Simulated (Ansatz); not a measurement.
**[AlH₂···H···CH₃], doublet along the distance Al1-H4**

Starting geometry:

```yaml
atoms:
  - { symbol: Al, position_ang: [-1.0198, 0.0000, 0.0000] }
  - { symbol: H, position_ang: [-1.8127, 1.3734, 0.0000] }
  - { symbol: H, position_ang: [-1.8127, -1.3734, 0.0000] }
  - { symbol: H, position_ang: [0.5661, 0.0000, 0.0000] }
  - { symbol: C, position_ang: [2.0352, 0.0000, 0.0000] }
  - { symbol: H, position_ang: [2.0352, -1.0800, 0.0000] }
  - { symbol: H, position_ang: [2.0352, 0.5400, 0.9353] }
  - { symbol: H, position_ang: [2.0352, 0.5400, -0.9353] }
```

From there H4 is moved from one fragment to the other while all else, the fragments' distance too, stays fixed; atoms are numbered as listed. Energies are in kJ/mol, counted from the starting geometry at the same level.

Basis cc-pVDZ; Ansatz 0.2.0. Correlated methods freeze the noble-gas cores. Prefix R: restricted or restricted open-shell reference; prefix U: unrestricted. Active spaces: frontier = (9e, 9o) about the gap.

For open shells CISD is restricted-active-space CI with the open shells as a complete middle space. Runs in a small pair space aren't shown, since their orbitals change along the scan.

Full CI isn't at hand for all of this; UCCSDT(Q) serves as the reference, and is uncertain by about the last step of the cluster series. The frozen core follows each run's orbitals, which can shift R against U totals by a few meV.

```
distance Al1-H4 (Å)  UCCSDT(Q)  error CISD  error RCCSD(T)  error BCCD(T)  error CASSCF (frontier space)  error MRCISD (frontier space)  error MRCISD+Q (frontier space)
              1.586        0.0         0.0             0.0            0.0                            0.0                            0.0                              0.0
              1.640       -4.3         1.9             0.1            0.1                            0.7                            0.4                              0.1
              1.748      -14.4         2.9             0.0            0.1                            1.0                            0.9                              0.3
              1.857      -24.2         1.2            -0.1            0.0                           -0.1                            1.0                              0.4
              1.965      -21.0        -1.6            -0.3           -0.2                           -2.0                            0.7                              0.5
```

Errors are those of relative energies. In total energy the starting point itself misses UCCSDT(Q) by: CISD 83.8, RCCSD(T) 3.5, BCCD(T) 3.4, CASSCF (frontier space) 524.1, MRCISD (frontier space) 43.9, MRCISD+Q (frontier space) 2.6 kJ/mol.

Spread of the error over the points with a reference, to 1.965 Å (largest less smallest): BCCD(T) 0.3, RCCSD(T) 0.3, MRCISD+Q (frontier space) 0.5, MRCISD (frontier space) 1.0, CASSCF (frontier space) 3.0, CISD 4.4 kJ/mol.
